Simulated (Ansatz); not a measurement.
**GeH$_{2}$⁺, doublet in cc-pVDZ: errors against full CI**

Geometry: that of the GeH2, singlet, kept fixed.

```xyz
3

Ge    0.0000   -0.0303    0.0000
H     0.0000    1.0906   -1.1335
H     0.0000    1.0906    1.1335
```

Basis cc-pVDZ; Ansatz 0.2.0. Only valence electrons are correlated (noble-gas cores and the filled d shells of p-block atoms frozen), which leaves 5 electrons in 23 orbitals. Prefix R: restricted or restricted open-shell reference; prefix U: unrestricted. Active spaces: valence = (5e, 6o) chosen from the atoms' valence shells. No spin–orbit coupling is included, and no scalar relativity.

Full CI is exact within this basis and frozen core; it isn't the basis-set limit. The frozen core follows each run's orbitals, which can shift R against U totals by a few meV for light atoms and by up to 0.1 eV past Ca.

For open shells CISD and CISDTQ are restricted-active-space CI with the open shells as a complete middle space.

The UHF ⟨S²⟩ is 0.765. The T1 diagnostic (RCCSD) is 0.0250 and the largest doubles amplitude (RCCSD) is 0.056.

| level | E − E(full CI) (kJ/mol) | share of correlation (%) | wall time |
| --- | --- | --- | --- |
| RHF | 229.6 | 0.00 | – |
| RMP2 | 62.8 | 72.65 | – |
| CISD | 11.0 | 95.22 | 0.57 s |
| RCCSD | 5.9 | 97.45 | – |
| RCCSD(T) | 1.5 | 99.33 | 0.78 s |
| BCCD(T) | 1.5 | 99.34 | 0.87 s |
| RCCSDT | 0.0 | 100.01 | – |
| CISDTQ | 0.1 | 99.96 | 1 s |
| RCCSDT(Q) | -0.1 | 100.03 | 2.6 s |
| RCCSDTQ | -0.1 | 100.04 | 7.5 s |
| CASSCF (valence space) | 112.9 | 50.80 | – |
| NEVPT2 (valence space) | 33.0 | 85.62 | 0.75 s |
| MRCISD (valence space) | 2.6 | 98.88 | – |
| MRCISD+Q (valence space) | -0.3 | 100.14 | 1.1 s |

The correlation energy at full CI, counted from RHF, is -2.379 eV. That run took 1.4 s on 1 thread of Arm Neoverse V2, shared host over 113,250 determinants.

Run but not shown, since their state or frozen core can't be matched to the reference's or they repeat it: UHF, UMP2, UCCSD, UCCSD(T), UCCSDT, UCCSDT(Q).

Times hold each run's SCF and search for its determinant on a shared host, so for small cases they say little of a method's own cost; they ran on 1 thread of Arm Neoverse V2.

The full-CI state has the irrep A1 of C2v, in the program's axes.

Natural occupations of full CI about the gap: 1.951 1.935 0.995 0.034 0.027 0.020 0.009 0.006 0.006 0.004; effectively unpaired electrons, Σ n²(2−n)², 1.03.
